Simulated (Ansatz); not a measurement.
System: Sr₂ScSbO₆ (P2₁/c, No. 14; cell taken from a computed entry). Method: LDA (Ansatz, an electronic-structure program, PAW).

Numerical settings: plane-wave cutoff 520 eV, 8×6×4 k mesh (along the axes of the cell as run), Fermi–Dirac smearing 0.01 eV, scalar-relativistic PAW data made under PBE.

Cell (relaxed with PBEsol):

```cif
data_O12Sb2Sc2Sr4
_chemical_formula_sum 'Sr4 Sc2 Sb2 O12'
_space_group_name_H-M_alt 'P 1'
_space_group_IT_number 1
_cell_length_a 5.67768
_cell_length_b 5.67775
_cell_length_c 9.81652
_cell_angle_alpha 90.000
_cell_angle_beta 125.272
_cell_angle_gamma 90.000
loop_
_space_group_symop_operation_xyz
  'x, y, z'
loop_
_atom_site_label
_atom_site_type_symbol
_atom_site_fract_x
_atom_site_fract_y
_atom_site_fract_z
_atom_site_occupancy
Sr1 Sr 0.75509 0.47806 0.25019 1
Sr2 Sr 0.24491 0.52194 0.74981 1
Sr3 Sr 0.24491 0.97806 0.24981 1
Sr4 Sr 0.75509 0.02194 0.75019 1
Sc1 Sc 0.50000 0.50000 0.50000 1
Sc2 Sc 0.50000 0.00000 0.00000 1
Sb1 Sb 0.00000 0.00000 0.50000 1
Sb2 Sb 0.00000 0.50000 0.00000 1
O1 O 0.23810 0.21817 0.46756 1
O2 O 0.76190 0.78183 0.53244 1
O3 O 0.76190 0.71817 0.03244 1
O4 O 0.23810 0.28183 0.96756 1
O5 O 0.81590 0.22826 0.03272 1
O6 O 0.18410 0.77174 0.96728 1
O7 O 0.18410 0.72826 0.46728 1
O8 O 0.81590 0.27174 0.53272 1
O9 O 0.69388 0.01028 0.25576 1
O10 O 0.30612 0.98972 0.74424 1
O11 O 0.30612 0.51028 0.24424 1
O12 O 0.69388 0.48972 0.75576 1
```

### Question
Estimate the band gap and smallest direct gap on the k points sampled that the calculation returns.

### Answer

- band gap: 3.72 eV
- smallest direct gap on the k points sampled: 3.76 eV

Note: cell and atoms aren't relaxed at this level (largest force component 0.05 eV/Å, pressure -4.8 GPa).

Spin–orbit coupling is not included.

Computed values are for the static lattice.
